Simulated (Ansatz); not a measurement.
# SiNH₂ (quartet): the correlation ladder at a displaced geometry (v2), cc-pVDZ

An exercise on one series of results from a longer session: the logs are not shown, and one member is left open.

Program: Ansatz 0.2.0, Gaussian basis. Level of theory: cc-pVDZ, core rule «outside noble gas», up to 6 orbitals frozen. These are calculated values, not measurements.

Plan: UHF; CCSD(T) on ROHF; CCSD(T) on UHF; BCCD(T) on ROHF; CISD; CCSDT(Q) on ROHF; CCSDT(Q) on UHF.

37 further runs of the same task are left out: 10 for a known fault of the program, 13 that didn't finish, 14 set aside as unsound or not needed.

### The geometry

The geometry is a PBE0/def2-TZVP stationary point (not a proven minimum) with its atoms shifted at random (size 0.100 Å).

4 atoms, charge 0, spin multiplicity 4.

Atoms are counted from 1 here; the program's logs count them from 0.

Bond lengths: Si1–N2 1.809 Å, Si1–H3 1.463 Å, N2–H4 1.182 Å. Angles: N2–Si1–H3 112.1°, Si1–N2–H4 103.7°.

The first run:

in.yaml

```yaml
crystal:
  periodic: [false, false, false]
  atoms:
    - {symbol: Si, position_ang: [0.063951, -0.104049, 0.597949]}
    - {symbol: N, position_ang: [-0.197626, 0.152405, -1.173373]}
    - {symbol: H, position_ang: [0.231871, 1.158559, 1.318217]}
    - {symbol: H, position_ang: [0.732468, -0.377182, -1.674006]}
basis:
  gaussian: {orbitals: cc-pVDZ}
magnetization: {spin_polarized: true, initial_magnetization: 3}
hamiltonian: {xc: hf}
output: {orbitals: {seedname: orbitals}}
```

Run with:

```bash
> ansatz run in.yaml --threads 1 --pin off --events-out ev --progress --plain --max-ram 2393MiB
```

Steps of the session up to this table: UHF; CCSD(T) on ROHF; CCSD(T) on UHF; BCCD(T) on ROHF; CISD; CCSDT(Q) on ROHF; CCSDT(Q) on UHF.

One of the session's tables, all rows but one given; the rest of the session is left out.

| method | from UCCSDT(Q) (kJ/mol) |
| --- | --- |
| ROHF | +648.8 |
| UHF | +632.6 |
| RMP2 | +105.2 |
| UMP2 | +105.6 |
| CISD | +63.5 |
| RCCSD | +21.6 |
| UCCSD | +21.2 |
| RCCSD(T) | +4.3 |
| UCCSD(T) | +4.3 |
| BCCD(T) | +4.4 |
| RCCSDT | +1.5 |
| UCCSDT | ? |
| RCCSDT(Q) | +0.2 |
| UCCSDT(Q) | 0 |

Q: Estimate the row for UCCSDT from the others.

The run gave: from UCCSDT(Q) (kJ/mol): +1.4. In the column «from UCCSDT(Q) (kJ/mol)» it lies between RCCSDT(Q) (+0.2) and RCCSDT (+1.5).

Limits of these values: Restricted and unrestricted rows rest on different reference determinants; where their highest levels disagree by more than a few hundredths of an eV, they describe different states and don't form one ladder.
